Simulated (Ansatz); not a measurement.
# C6: the cost of one run

Computed with Ansatz 0.2.0 (DFT unrestricted B3LYP, Gaussian basis cc-pVTZ, and further levels as typed in the inputs, unless a step's input says otherwise).

**1. Starting point**

Bond lengths: C1–C2 1.300 Å, C2–C3 1.285 Å, C3–C4 1.285 Å, C4–C5 1.285 Å, C5–C6 1.300 Å. Angles: C1–C2–C3 180.0°, C2–C3–C4 180.0°, C3–C4–C5 180.0°, C4–C5–C6 180.0°.

Structure file:

```xyz
6

C     0.0000    0.0000   -3.2275
C     0.0000    0.0000   -1.9275
C     0.0000    0.0000   -0.6425
C     0.0000    0.0000    0.6425
C     0.0000    0.0000    1.9275
C     0.0000    0.0000    3.2275
```

**2. Relaxing the atoms: C6**

input.yaml

```yaml
relax:
  f_tol: 0.001
  max_steps: 200
crystal:
  periodic: [false, false, false]
  atoms:
    - { symbol: C, position_ang: [0.0, 0.0, -3.2275] }
    - { symbol: C, position_ang: [0.0, 0.0, -1.9275] }
    - { symbol: C, position_ang: [0.0, 0.0, -0.6425] }
    - { symbol: C, position_ang: [0.0, 0.0, 0.6425] }
    - { symbol: C, position_ang: [0.0, 0.0, 1.9275] }
    - { symbol: C, position_ang: [0.0, 0.0, 3.2275] }
basis:
  gaussian: { orbitals: cc-pVTZ }
hamiltonian:
  xc: { name: B3LYP }
magnetization:
  spin_polarized: true
```

On the command line:

```
> ansatz run input.yaml --threads 4 --pin off --max-ram 6144MiB --backend cpu --events-out ev --progress --plain --runs-dir out
```

What time and memory should one allow on 4 threads of Arm Neoverse V1, shared host?

About 47 s, with a peak of 0.58 GiB.
